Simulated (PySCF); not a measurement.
## Deuteron quadrupole couplings in `CC(C)=CCF`

Species: C₅H₉F.
Geometry (PBE0-D3(BJ)/def2-SVP, Å), atoms numbered from 1 in this order:
```xyz
15
C5H9F angstrom
C     -1.5968   -0.9691    0.5347
C     -0.4303   -0.1237    0.1168
C     -0.7906    1.2648   -0.3206
C      0.8176   -0.6183    0.1416
C      2.0766    0.0665   -0.2595
F      3.0318   -0.0733    0.7249
H     -2.3263   -1.0679   -0.2874
H     -2.1366   -0.5004    1.3752
H     -1.2866   -1.9772    0.8424
H     -1.4331    1.2318   -1.2169
H      0.0783    1.8925   -0.5551
H     -1.3771    1.7722    0.4634
H      0.9598   -1.6531    0.4755
H      2.4851   -0.3861   -1.1824
H      1.9282    1.1413   -0.4500
```

Level: PBE0/pcSseg-1 (PySCF, non-relativistic); Q(2H) = 0.00286 b; rigid geometry, the same for H and D, with no vibrational averaging.

Problem. Rank these positions by the coupling χzz of a deuteron there, largest first.
A. H15 (methylene hydrogen)
B. H9 (methyl hydrogen)
C. H12 (methyl hydrogen)
D. H14 (methylene hydrogen)

Solution. B (198 kHz), C (193 kHz), A (187 kHz), D (182 kHz).

Problem. Tabulate Vzz, the asymmetry η and χzz = 234.96 MHz × Q × Vzz for every hydrogen position.

Solution. 
| atom | bonded to | bond length (Å) | Vzz (au) | η | χzz (kHz) |
| --- | --- | --- | --- | --- | --- |
| H7 | C1 | 1.103 | 0.2870 | 0.03 | 193 |
| H8 | C1 | 1.103 | 0.2872 | 0.03 | 193 |
| H9 | C1 | 1.099 | 0.2941 | 0.04 | 198 |
| H10 | C3 | 1.103 | 0.2875 | 0.03 | 193 |
| H11 | C3 | 1.097 | 0.2976 | 0.04 | 200 |
| H12 | C3 | 1.103 | 0.2875 | 0.03 | 193 |
| H13 | C4 | 1.097 | 0.2977 | 0.10 | 200 |
| H14 | C5 | 1.106 | 0.2701 | 0.07 | 182 |
| H15 | C5 | 1.102 | 0.2782 | 0.08 | 187 |

Problem. How does χzz go with the bond length over the 9 C–H bonds?

Solution. A straight-line fit has a slope of -15.7 kHz for each 0.01 Å, with a correlation coefficient of -0.84, over lengths from 1.097 to 1.106 Å. The longer bonds have the smaller couplings here.

Isolated species at its PBE0-D3(BJ)/def2-SVP geometry (one conformer only). The small basis limits the accuracy of the gradients.
